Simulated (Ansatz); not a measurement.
A calculation with Ansatz (development build ahead of 0.2.0).

```yaml
crystal:
  periodic: [false, false, false]
  atoms:
    - { symbol: F, position_ang: [-0.03578, -0.00469, -0.77794] }
    - { symbol: F, position_ang: [0.04827, 0.00013, 0.86151] }
basis:
  gaussian: { orbitals: "6-31G" }
hamiltonian:
  xc: hf
```

The input is written out in the form of the current development build from the run's settings.

Results

```
Converged                       : yes
Total energy                    : -198.61569 hartree
Spin squared of the determinant : 0.000
```

Caution: stretched shape with no unrestricted run beside it, a lower state can exist.
